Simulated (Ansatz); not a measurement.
Relaxing Ni

Level of theory: DFT r2SCAN, scalar-relativistic, plane waves, PAW in Ansatz.

The start puts Ni on the dhcp structure type (P6_3/mmc, No. 194), at a guessed volume.

The final relaxation ran on this input, with the default PAW datasets:

```yaml
crystal:
  lattice:
    - [2.4669030544, 0.0, 0.0]
    - [-1.2334515272, 2.1364007138, 0.0]
    - [0.0, 0.0, 8.0325835652]
  atoms:
    - { symbol: Ni, position: [0.0, 0.0, 0.0], spin: 0.96 }
    - { symbol: Ni, position: [0.0, 0.0, 0.5], spin: 0.96 }
    - { symbol: Ni, position: [0.3333333333, 0.6666666667, 0.75], spin: 0.96 }
    - { symbol: Ni, position: [0.6666666667, 0.3333333333, 0.25], spin: 0.96 }
basis:
  ecutwfc: 500
kpoints:
  mp_grid: { grid: [21, 21, 6] }
hamiltonian:
  xc: r2scan
scf:
  occupations: { method: gaussian, width: 0.1 }
output:
  forces: true
  stress: true
  eigenvalues: true
  populations: true
magnetization:
  spin_polarized: true
relax:
  adjacent_minimum: "off"
  f_tol: 0.01
  max_steps: 80
  cell: { stress_tol: 0.05 }
```

It can be run as:

```bash
ansatz run input.yaml --threads 1 --pin off --backend cpu --events-out ev --progress --plain --runs-dir out  # memory cap (--max-ram) not shown
```

End of the output:

```
SCF converged after 21 iterations
Stability not checked: this state was not tested for a lower state beside it, because the mixer in use, unlike msr1, does not test its closes by its own steps (another_mixer; see scf.mixing.algorithm and scf.lower_state_search)
Magnetization: 2.8834 μB (37.4417 up, 34.5583 down)
Absolute magnetization: 3.5567 μB (∫|ρ↑−ρ↓|, with the PAW one-centre terms)
Spin contamination: 0.0914 ħ² per cell (⟨S²⟩ above its minimum at these occupations)
Per-site moments (μB) at R_I (Å): [(0.806013, 1.013413), (0.806013, 1.013413), (0.770476, 1.013413), (0.770476, 1.013413)]
Free energy (F): -23381.107370 eV
Harris-Foulkes:  -23381.107370 eV  (|F-HF|=0.00e0)
Internal energy: -23381.083102 eV  (E = F + TS)
E sigma→0 (E₀):  -23381.095236 eV
Entropy (-TS):   -0.024268 eV (-6.067 meV/atom)
Fermi energy:    18.804327 eV
--- Per-component energies (eV) ---
  E_band       = -1195.363616
  E_kinetic    = 1128.891344
  E_local      = -13570.773509  (includes V_loc(G=0)·N_el)
  E_nonlocal   = 2561.022964
  E_hartree    = 5679.942286
  E_xc         = -315.695482
  E_vxc        = -468.711213  (∫ρ·V_xc dr)
  E_paw        = -6576.117794  (= ΣΔE_a)
  E_vpaw       = -2240.435332  (= ΣTr[D̂ρ^β])
  E_aug_tail   = 0.000953  (compensation charges beyond the density's cutoff)
  E_vtau       = 34.756520  (kinetic-family band-sum trace: ∫τ·v_τ [+ j·A + Jᵃ·Aᵃ] dr)
  E_ewald      = -12287.153589
  E_core_change = -1.200274  (= ΣΔE_core)
  E_smearing   = -0.024268  (= −TS)
  E_closure    =  0.000000  (closes the sum)
  Σ components = -23381.107370   (vs F -23381.107370, Δ=0.00e0)
--- Forces (eV/Å), atoms counted from 1 ---
  atom   1  Ni     0.00000000     0.00000000     0.00000000
  atom   2  Ni     0.00000000     0.00000000     0.00000000
  atom   3  Ni     0.00000000     0.00000000     0.00000000
  atom   4  Ni     0.00000000     0.00000000     0.00000000
  max |Σ_I F_I| component: 1.16e-17 eV/Å
--- Stress (GPa, compression-positive) ---
        0.001547       0.000000       0.000000
        0.000000       0.001547       0.000000
        0.000000       0.000000      -0.038840
  P = ⅓ Tr σ = -0.0119 GPa (-0.119 kbar)
  k-point 0 ↑: bands = ["-89.0151", "-89.0116", "-88.9131", "-88.9096", "-47.9573", "-47.8448", "-47.8448", "-47.8428", "-47.8428", "-47.8416", "-47.8308", "-47.7137", "-47.7017", "-47.7017", "-47.6997", "-47.6997", "9.0685", "11.3956", "11.4112", "13.3385", "15.4234", "15.6174", "15.7333", "15.7333", "15.8237", "15.8799", "15.8799", "15.9627", "15.9627", "16.1032", "16.1032", "16.8768", "16.8768", "17.2480", "17.2480", "17.2953", "17.2953", "17.7000", "17.7000", "18.1859", "24.5684", "33.6793", "33.7043", "42.0526", "42.7065", "43.5850"]
  k-point 1 ↑: bands = ["-89.0149", "-89.0118", "-88.9129", "-88.9098", "-47.9532", "-47.8681", "-47.8447", "-47.8447", "-47.8429", "-47.8429", "-47.8042", "-47.7179", "-47.7016", "-47.7016", "-47.6998", "-47.6998", "9.1402", "10.7550", "12.0589", "13.3138", "15.4737", "15.6784", "15.7463", "15.7463", "15.8060", "15.8889", "15.8889", "15.9482", "15.9482", "16.0846", "16.0846", "16.8990", "16.8990", "17.1871", "17.1871", "17.3636", "17.3636", "17.6816", "17.6816", "17.8810", "25.0285", "31.5955", "35.8673", "42.0950", "42.6136", "43.5238"]
  k-point 2 ↑: bands = ["-89.0142", "-89.0125", "-88.9122", "-88.9105", "-47.9412", "-47.8970", "-47.8443", "-47.8443", "-47.8433", "-47.8433", "-47.7750", "-47.7302", "-47.7012", "-47.7012", "-47.7002", "-47.7002", "9.3535", "10.1763", "12.6252", "13.2227", "15.5807", "15.7553", "15.7827", "15.7827", "15.8857", "15.8857", "15.9305", "15.9399", "15.9399", "16.0384", "16.0384", "16.9562", "16.9562", "17.1097", "17.1097", "17.1887", "17.4574", "17.4574", "17.6290", "17.6290", "26.2025", "29.6127", "38.0846", "42.1167", "42.2174", "42.8125"]
  k-point 191 ↓: bands = ["-87.6063", "-87.6063", "-87.5870", "-87.5870", "-46.6387", "-46.6387", "-46.6112", "-46.6112", "-46.6068", "-46.6068", "-46.5688", "-46.5688", "-46.4958", "-46.4958", "-46.4844", "-46.4844", "15.1612", "15.1612", "15.3337", "15.3337", "15.3966", "15.3966", "15.5924", "15.5924", "16.4093", "16.4093", "16.7185", "16.7185", "17.5421", "17.5421", "17.8982", "17.8982", "18.6594", "18.6594", "19.2437", "19.2437", "23.8741", "23.8741", "24.4989", "24.4989", "25.1295", "25.1295", "28.1749", "28.1749", "29.9580", "29.9580"]
--- Relaxed structure (3 steps of the walk, 3 accepted, 1 SCFs on fresh bases) ---
  F+E_penalty+E_count = -23381.10736955 eV   max|allowed force component| = 9.252e-18 eV/Å   (the final SCF, on the basis selected at the relaxed cell)
  cell:  # Å, volume = 42.2060 Å³
    - [2.456758, 0.000000, 0.0]
    - [-1.228379, 2.127614, 0.0]
    - [0.0, 0.0, 8.074562]
  atoms:
    - { symbol: Ni, position: [0.000000, 0.000000, 0.000000] }
    - { symbol: Ni, position: [0.000000, 0.000000, 0.5] }
    - { symbol: Ni, position: [0.333333, 0.666667, 0.750000] }
    - { symbol: Ni, position: [0.666667, 0.333333, 0.25] }
--- Löwdin populations: 4 sites ---
  site symbol q [e]    m [muB]
     0     Ni     17.7700     0.7891
     1     Ni     17.7700     0.7891
     2     Ni     17.7867     0.7535
     3     Ni     17.7867     0.7535
  spilling = 0.012313 (of n_electrons = 72.000000)
```

Total energies depend on the potentials used, so only differences within one code and one set of settings carry meaning.

The result has space group P6_3/mmc (No. 194). Ni on Wyckoff site a (2 atoms of the primitive cell) has 12 Ni at 2.46–2.47 Å; Ni on Wyckoff site d (2 atoms of the primitive cell) is coordinated by 12 Ni at 2.46–2.47 Å.

It lies 0.02 eV/atom above the element's standard state at the same level.

For metals, differences of a few meV/atom aren't resolved. The magnetic state reached may not be the lowest.

Symmetry constrained the relaxation, so the result can be a saddle point.